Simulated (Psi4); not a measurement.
# P2 (diphosphorus) at SVWN5/def2-TZVPPD

What is the vertical electron affinity of P2 (diphosphorus) at SVWN5/def2-TZVPPD? 

The results are computed with Psi4 1.11.

1 further run of the same task is left out (it didn't finish).

### 1 The structure to begin with

P2 has 2 atoms, charge 0, and is taken as a singlet. As SMILES, `P#P`. The bond length is the measured one.

Bond lengths: P1–P2 1.893 Å.

### 2 Energy and gradient at SVWN5/def2-TZVPPD

File job.py:

```python
import psi4

psi4.set_memory(1600000000)
psi4.set_num_threads(1)
psi4.core.set_output_file('psi4.out', False)

geom = psi4.geometry("""
P
P 1 1.8934
symmetry c1
""")

options = {'basis': 'def2-TZVPPD', 'puream': True, 'e_convergence': 1e-09, 'd_convergence': 1e-08, 'scf_type': 'pk', 'dft_radial_points': 99, 'dft_spherical_points': 590}
psi4.set_options(options)

energy_value, wavefunction = psi4.gradient('scf', dft_functional={"name": "SVWN5", "x_functionals": {"LDA_X": {}}, "c_functionals": {"LDA_C_VWN": {}}}, molecule=geom, return_wfn=True)
print('gradient / Eh bohr^-1')
print(energy_value.np.round(6))
print(f'energy = {wavefunction.energy():.10f} Eh')
for k, v in sorted(psi4.core.scalar_variables().items()):
    print(f'{k:45s} {v:18.10f}')
```

Started as:

```
$ python job.py
```

psi4.out:

```text
[...]
  Running in c1 symmetry.
[...]
  Nuclear repulsion =   62.884162036944126
[...]
  Multiplicity = 1
[...]
  Nalpha       = 15
  Nbeta        = 15
[...]
    Number of basis functions: 96
[...]
   @RKS iter   1:  -680.06654272182197   -1.56246e-01   6.51475e-03 DIIS/ADIIS
[...]
   @RKS iter   8:  -680.20814974488212   -1.30740e-10   6.72033e-09 DIIS
[...]
    Orbital Energies [Eh]
    ---------------------
    Doubly Occupied:
       1A    -76.009932     2A    -76.009904     3A     -6.292846
       4A     -6.292508     5A     -4.541711     6A     -4.541711
       7A     -4.541539     8A     -4.541539     9A     -4.537809
      10A     -4.535608    11A     -0.623977    12A     -0.426142
      13A     -0.267801    14A     -0.265723    15A     -0.265723
[...]
  @RKS Final Energy:  -680.20814974488212
   => Energetics <=
    Nuclear Repulsion Energy =             62.8841620369441259
    One-Electron Energy =               -1069.0211464481471921
    Two-Electron Energy =                 369.8096127412627538
    DFT Exchange-Correlation Energy =     -43.8807780749417162
    Empirical Dispersion Energy =           0.0000000000000000
    VV10 Nonlocal Energy =                  0.0000000000000000
    Total Energy =                       -680.2081497448821210
[...]
 Multipole Moments:
 ------------------------------------------------------------------------------------
     Multipole            Electronic (a.u.)      Nuclear  (a.u.)        Total (a.u.)
 ------------------------------------------------------------------------------------
 L = 1.  Multiply by 2.5417464519 to convert [e a0] to [Debye]
 Dipole X            :          0.0000000            0.0000000            0.0000000
 Dipole Y            :          0.0000000            0.0000000            0.0000000
 Dipole Z            :         -0.0000000            0.0000000           -0.0000000
 Magnitude           :                                                    0.0000000
[...]
  -Total Gradient:
     Atom            X                  Y                   Z
    ------   -----------------  -----------------  -----------------
       1       -0.000000000009    -0.000000000022    -0.002000886378
       2        0.000000000010     0.000000000022     0.002000886377
[...]
```

On the terminal:

```text
gradient / Eh bohr^-1
[[-0.       -0.       -0.002001]
 [ 0.        0.        0.002001]]
energy = -680.2081497449 Eh
CURRENT ENERGY                                   -680.2081497449
CURRENT REFERENCE ENERGY                         -680.2081497449
DD SOLVATION ENERGY                                 0.0000000000
DFT FUNCTIONAL TOTAL ENERGY                      -680.2081497449
DFT TOTAL ENERGY                                 -680.2081497449
DFT VV10 ENERGY                                     0.0000000000
DFT XC ENERGY                                     -43.8807780749
GRID ELECTRONS ALPHA                               15.0000000842
GRID ELECTRONS BETA                                15.0000000842
GRID ELECTRONS TOTAL                               30.0000001683
NUCLEAR REPULSION ENERGY                           62.8841620369
ONE-ELECTRON ENERGY                             -1069.0211464481
PCM POLARIZATION ENERGY                             0.0000000000
PE ENERGY                                           0.0000000000
SCF ITERATION ENERGY                             -680.2081497449
SCF ITERATIONS                                      8.0000000000
SCF TOTAL ENERGY                                 -680.2081497449
TWO-ELECTRON ENERGY                               369.8096127413
XC GRID RADIAL POINTS                              99.0000000000
XC GRID SPHERICAL POINTS                          590.0000000000
XC GRID TOTAL POINTS                           111250.0000000000
```

It took 17 s on 1 thread of Intel Xeon Platinum 8259CL at 2.50GHz (Skylake/Cascade Lake), shared host; peak memory 0.44 GiB.

### 3 The doublet anion, same level

File job.py:

```python
import psi4

psi4.set_memory(1600000000)
psi4.set_num_threads(1)
psi4.set_output_file('psi4.out', False)

molecule = psi4.geometry("""
-1 2
P      0.000000     0.000000     0.000000
P      0.000000     0.000000     1.893400
symmetry c1
no_reorient
no_com
""")

psi4.set_options({
    'basis': 'def2-TZVPPD',
    'reference': 'uks',
    'puream': True,
    'e_convergence': 1e-09,
    'd_convergence': 1e-06,
    'scf_type': 'pk',
    'dft_radial_points': 99,
    'dft_spherical_points': 590,
    'maxiter': 150,
    'level_shift': 0.3,
    'level_shift_cutoff': 1e-09,
})

e, wfn = psi4.gradient("scf", dft_functional={"name": "SVWN5", "x_functionals": {"LDA_X": {}}, "c_functionals": {"LDA_C_VWN": {}}}, return_wfn=True)
psi4.oeprop(wfn, "WIBERG_LOWDIN_INDICES", "QUADRUPOLE", "MULLIKEN_CHARGES", title="SCF")
print('gradient / Eh bohr^-1')
print(e.np.round(6))
print(f'energy = {wfn.energy():.10f} Eh')
```

Started as:

```
$ python job.py
```

psi4.out:

```text
[...]
  Running in c1 symmetry.
[...]
  Nuclear repulsion =   62.884162036944126
[...]
  Multiplicity = 2
[...]
  Nalpha       = 16
  Nbeta        = 15
[...]
    Number of basis functions: 96
[...]
   @UKS iter   1:  -679.94416493752647   -3.38778e-02   8.03037e-03 ADIIS/DIIS/SHIFT
[...]
   @UKS iter  15:  -680.22646711804362   -5.21482e-10   9.18606e-08 DIIS/SHIFT
[...]
   @S^2 Observed:                7.513083516E-01
[...]
  @UKS Final Energy:  -680.22646711804362
   => Energetics <=
    Nuclear Repulsion Energy =             62.8841620369441259
    One-Electron Energy =               -1076.4262891347011646
    Two-Electron Energy =                 377.4404564653660827
    DFT Exchange-Correlation Energy =     -44.1247964856526309
    Empirical Dispersion Energy =           0.0000000000000000
    VV10 Nonlocal Energy =                  0.0000000000000000
    Total Energy =                       -680.2264671180436153
[...]
  -Total Gradient:
     Atom            X                  Y                   Z
    ------   -----------------  -----------------  -----------------
       1       -0.000000000148    -0.000000002378     0.048025603496
       2        0.000000000148     0.000000002379    -0.048025603497
[...]
 Multipole Moments:
 ------------------------------------------------------------------------------------
     Multipole            Electronic (a.u.)      Nuclear  (a.u.)        Total (a.u.)
 ------------------------------------------------------------------------------------
 L = 1.  Multiply by 2.5417464519 to convert [e a0] to [Debye]
 Dipole X            :         -0.0000000            0.0000000           -0.0000000
 Dipole Y            :          0.0000000            0.0000000            0.0000000
 Dipole Z            :        -55.4591154           53.6701117           -1.7890038
 Magnitude           :                                                    1.7890038
 L = 2.  Multiply by 1.3450342976 to convert [e a0^2] to [Debye ang]
 Quadrupole XX       :        -25.7540911            0.0000000          -25.7540911
 Quadrupole XY       :          0.0030867            0.0000000            0.0030867
[...]
  Mulliken Charges: (a.u.)
   Center  Symbol    Alpha    Beta     Spin     Total
       1     P     8.00000  7.50000  0.50000 -0.50000
       2     P     8.00000  7.50000  0.50000 -0.50000
   Total alpha = 16.00000, Total beta = 15.00000, Total charge = -1.00000
  Wiberg Bond Indices using Orthogonal Lowdin Orbitals:
  Total Bond Index:
  Irrep: 1 Size: 2 x 2
                 1                   2
[...]
```

Standard output:

```text
gradient / Eh bohr^-1
[[-0.       -0.        0.048026]
 [ 0.        0.       -0.048026]]
energy = -680.2264671180 Eh
```

Run time: 18 s. Hardware: 1 thread of Intel Xeon Platinum 8259CL at 2.50GHz (Skylake/Cascade Lake), shared host; peak memory 0.44 GiB.

### 4 Summary of results

Level: SVWN5/def2-TZVPPD.

| quantity | value |
| --- | --- |
| singlet P2: total energy | -680.20815 Eh |
| singlet P2: dipole moment | 0.00 D |
| singlet P2: HOMO energy | -7.23 eV |
| singlet P2: LUMO energy | -3.53 eV |
| singlet P2: HOMO–LUMO gap | 3.70 eV |
| singlet P2: largest force on an atom | 0.103 eV/Å |
| doublet anion: total energy | -680.22647 Eh |
| doublet anion: HOMO energy (highest over α and β) | 2.42 eV |
| doublet anion: ⟨S²⟩ | 0.751 |
| doublet anion: largest force on an atom | 2.470 eV/Å |
| vertical electron affinity (to the doublet anion) | 0.498 eV |

At fixed nuclei the extra electron is bound by 0.50 eV (11.5 kcal/mol). The HOMO (doublet anion) lies at positive energy, 2.42 eV, as semi-local functionals often give for anions; only total energies tell whether the electron is bound.
